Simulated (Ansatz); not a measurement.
Frontier orbitals of C3H6F2 (`FCCCF`).

Cartesian coordinates in Å:
```
F -1.2489 1.5101 -0.4396
C -0.7143 0.3567 -0.9929
C -0.2537 -0.5713 0.1034
C 0.8726 -0.0002 0.9284
F 1.9963 0.1731 0.1350
H -1.4926 -0.1096 -1.6032
H 0.1184 0.6528 -1.6364
H -1.0956 -0.7971 0.7660
H 0.0687 -1.5156 -0.3474
H 0.6048 0.9758 1.3417
H 1.1444 -0.6746 1.7451
```

Charge 0, multiplicity 1. The geometry is a stationary point of PBE0-D4/def2-TZVP. It is one conformer, not always the lowest. Basis def2-TZVPP, Ansatz 0.2.0.

Orbital energies of one run (eV). Highest occupied ones, from the top: -9.35, -9.37, -9.99, -10.31, -11.16, -12.39, -12.78, -13.72, -13.90, -14.55, -14.56, -17.15, -19.56, -22.49. Empty: 1.31, 2.03, 2.13, 2.73, 3.06, 3.19.

(1) Which functional gave them?
A. r2SCANh
B. LDA (SPW92)
C. PBE0
D. B97M-V

Answers

(1) C. HOMO energies: PBE0 -9.35, B97M-V -8.20, LDA (SPW92) -7.75, r2SCANh -8.67 eV.
